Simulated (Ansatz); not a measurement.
Molecule: C₂H₇S (charge +1, singlet). It need not be the lowest isomer of its formula. 
Structure (B3LYP-D3(BJ)/def2-TZVP (Ansatz, a quantum-chemistry and plane-wave program) minimum search):
```xyz
10

C     -0.0842     1.4274    -0.5119
S      0.1772    -0.0007     0.5718
C     -0.0997    -1.4270    -0.5104
H     -0.0902     2.3104     0.1250
H      0.7717     1.4645    -1.1836
H     -1.0160     1.3249    -1.0616
H     -0.1153    -2.3091     0.1275
H     -1.0303    -1.3149    -1.0601
H      0.7557    -1.4741    -1.1820
H     -1.0072     0.0061     1.2198
```
Charge +1, spin multiplicity 1.

Basis-set convergence of Hartree-Fock and MP2 correlation energies (hartree) with Ansatz. Valence correlation only, unless marked. No spin-orbit coupling. No relativistic terms.

```csv
basis,functions,E(HF),"E(corr, MP2)"
cc-pV(D+d)Z,86,-477.09203,-0.42716
cc-pV(T+d)Z,197,[?],[?]
```

Task: Fill in the missing entries.

Result: 
- cc-pV(T+d)Z, E(HF): -477.13645
- cc-pV(T+d)Z, E(corr, MP2): -0.53069
